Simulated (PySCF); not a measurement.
Compound: CH3CH2CF2CH3, C4H8F2.
Numbering: `[CH3:1][CH2:2][C:3]([CH3:4])([F:5])[F:6]` (hydrogens: H7, H8, H9 on C1; H10, H11 on C2; H12, H13, H14 on C4)

Structure used (GFN2-xTB), in Å, numbered top down from 1:
```
atom  x, y, z in Å
C1    -1.5281   -0.2286    0.5645
C2    -0.6153   -0.5816   -0.6029
C3     0.6091    0.3251   -0.6917
C4     1.5058    0.3555    0.5323
F5     1.3521   -0.0573   -1.7802
F6     0.2104    1.6009   -0.9899
H7    -2.4456   -0.8070    0.4998
H8    -1.0528   -0.4492    1.5166
H9    -1.7854    0.8274    0.5357
H10   -0.2633   -1.6115   -0.5250
H11   -1.1606   -0.4779   -1.5436
H12    0.9842    0.8317    1.3565
H13    1.7882   -0.6569    0.8059
H14    2.4006    0.9288    0.2998
```

Level of theory: TDDFT PBE0/def2-SVPD, vertical, gas phase, core orbitals frozen in the response in PySCF 2.14.0, density-fitted response routines.

Computed states:

```csv
state,E (eV),f
S1,8.77,0.011
S2,9.50,0.0011
S3,9.62,0.026
S4,9.74,0.0059
S5,10.08,0.0072
S6,10.10,0.014
S7,10.25,0.021
S8,10.34,0.068
```

Broadening: Gaussians 0.4 eV wide at half height, area fixed by f = 4.319×10⁻⁹ ∫ε dν̃. The width is an assumption, not a result. The curve ends short of the highest state used, and states not computed would add to its high-energy end.

(1) Give the broadened spectrum and its maxima.

(2) Coming from long wavelengths, where does ε first pass 100 L mol⁻¹ cm⁻¹?

Answers

(1) 
| E (eV) | ε (L mol⁻¹ cm⁻¹) |
| --- | --- |
| 8.17 | 1 |
| 8.22 | 4 |
| 8.28 | 11 |
| 8.33 | 25 |
| 8.39 | 59 |
| 8.44 | 109 |
| 8.50 | 203 |
| 8.55 | 311 |
| 8.60 | 437 |
| 8.66 | 585 |
| 8.71 | 679 |
| 8.77 | 724 |
| 8.82 | 694 |
| 8.87 | 611 |
| 8.93 | 467 |
| 8.98 | 341 |
| 9.04 | 214 |
| 9.09 | 143 |
| 9.15 | 110 |
| 9.20 | 134 |
| 9.25 | 215 |
| 9.31 | 403 |
| 9.36 | 644 |
| 9.42 | 1028 |
| 9.47 | 1390 |
| 9.52 | 1738 |
| 9.58 | 2049 |
| 9.63 | 2167 |
| 9.69 | 2124 |
| 9.74 | 1979 |

Maxima: 141 nm (8.77 eV), ε about 720, made up of S1 (100%); 129 nm (9.65 eV), ε about 2200, made up of S3 (80%) and S4 (16%) (ε in L mol⁻¹ cm⁻¹; maxima over ε = 5, shares over 10%).

(2) At about 147 nm (8.43 eV), 0.34 eV below S1.

One conformer stands for the species.
